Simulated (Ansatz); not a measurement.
A calculation with Ansatz (development build ahead of 0.2.0).

```yaml
crystal:
  periodic: [false, false, false]
  atoms:
    - { symbol: Si, position_ang: [0.0, 0.0, 0.0] }
    - { symbol: "N", position_ang: [0.0, 0.0, 4.082] }
basis:
  gaussian: { orbitals: def2-SVP }
magnetization:
  spin_polarized: true
  initial_magnetization: 1
hamiltonian:
  xc: pbe0
output:
  forces: true
```

The input is written out in the form of the current development build from the run's settings.

The run gave:

| Property | Result |
| --- | --- |
| Converged | yes |
| Total energy | -343.63259 hartree |
| Spin squared of the determinant | 2.730 |
| Stability test | minimum |

Forces (eV/Å):
```json
{"atom": "Si1", "Fx": "0.000", "Fy": "0.000", "Fz": "0.092"}
{"atom": "N2", "Fx": "0.000", "Fy": "0.000", "Fz": "-0.092"}
```

Caution: charge can spread falsely over distant fragments; the unrestricted determinant is a mixture of spin states.
